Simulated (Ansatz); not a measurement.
**Multireference treatment of Si2H6, singlet**

Calculated in Ansatz's Gaussian-basis code; NEVPT3, NEVPT4(SD), MRCISD by development code. Basis cc-pV(T+d)Z on Si, cc-pVTZ on H, nonrelativistic, 10 orbitals frozen in the corrections. State-specific CASSCF; RHF is the lowest restricted (open-shell) Hartree–Fock solution met. Single-reference values can break down or jump between states where bonds are stretched. No symmetry is imposed, so a solution can break that of the shape. The lowest solution met needn't be the lowest there is, nor hold the orbitals that a chemist would pick.

Geometry:

```xyz
8

Si    0.0000    0.0000    1.6348
Si    0.0000    0.0000   -1.6348
H     0.0000    1.3933    2.1531
H    -1.2066   -0.6966    2.1531
H     1.2066   -0.6966    2.1531
H     0.0000   -1.3933   -2.1531
H    -1.2066    0.6966   -2.1531
H     1.2066    0.6966   -2.1531
```

(1) What do CASSCF and its corrections give against RHF in CAS(2,2), and what are the occupations?

(2) How do single-reference totals in the same basis and frozen core stand against SC-NEVPT2 in CAS(2,2)?

(3) Roughly how much CPU time does a whole run from the default start take (median of such runs, summed over threads; nearly all runs on one pinned thread of a shared server, mostly Xeon at 2.3 to 2.6 GHz, by a development driver)?

Answers

(1) CASSCF -0.714 eV, SC-NEVPT2 -7.296 eV, FIC-NEVPT2 -7.297 eV, NEVPT3 -8.448 eV, NEVPT4(SD) -8.815 eV, MRCISD -7.915 eV; occupations 1.88, 0.12. The MRCI reference weight is 0.884.

(2) CCSD(T) -1.645 eV. Coupled cluster stands on the determinant that it favours, which can lie over the RHF solution above, and is in doubt where the occupations are far from 0, 1 and 2.

(3) CAS(2,2): about 6.9 s. Other jobs ran beside these, and the count of passes differs.
